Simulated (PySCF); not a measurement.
# carbon dioxide: adiabatic energies of losing or gaining an electron at several levels

Structure: `O=C=O` (CO2).

All levels share the PBE0-D3(BJ)/ma-def2-SVP structures and the PBE0-D3(BJ)/ma-def2-SVP thermal terms; only the single-point energies (PySCF) change. Values are adiabatic energies of losing or gaining an electron (0 K, eV).

| level | ionisation energy to the radical cation | abs. error | time |
| --- | --- | --- | --- |
| HF/jun-cc-pV(T+d)Z | 12.34 | 1.43 | 2.6 s |
| CCSD(T)/jun-cc-pV(T+d)Z | 13.64 | 0.14 | 20 min |
| ωB97X-D3(BJ)/ma-def2-TZVP | 13.80 | 0.03 | – |
| MP2/jun-cc-pV(T+d)Z | 14.60 | 0.82 | 21 s |
| ATcT 1.112 | 13.78 |  |  |

Times are wall times for all single points of a level on 1 thread of Arm Neoverse V2, a shared host; the dash marks the run that also made the structures.

Hartree-Fock leaves out electron correlation, so its ionisation energies and electron affinities from energy differences come out too low, often by 1 eV or more.

At MP2/jun-cc-pV(T+d)Z, HF/jun-cc-pV(T+d)Z a relaxed species lies above the same state at the other structure, so the structures fit those levels poorly.

The spread: 2.26 eV, from 12.34 to 14.60.
